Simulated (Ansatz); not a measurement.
Computed with Ansatz.

A structure relaxed at PBE0-D4/def2-TZVP, charge 0, multiplicity 1:

Cartesian coordinates in Å:
```
C 1.6623 -1.1417 -0.7614
C 0.6423 -0.3028 -0.6647
C -0.5074 -0.5197 0.2560
O -0.6088 0.5307 1.2384
C -1.2218 1.6432 0.8458
O -1.6827 1.8509 -0.2389
H 1.7200 -2.0362 -0.1486
H 2.4730 -0.9722 -1.4601
H 0.5962 0.5879 -1.2845
H -1.4476 -0.5622 -0.2994
H -0.3805 -1.4342 0.8346
H -1.2451 2.3561 1.6830
```

Problem. Give its formula and SMILES.

Solution. C4H6O2, `C=CCOC=O`.

Problem. Summarise the bond lengths by kind.

Solution. 2 × C–C 1.324 to 1.489 Å; 6 × C–H 1.084 to 1.100 Å; 3 × C–O 1.197 to 1.442 Å.
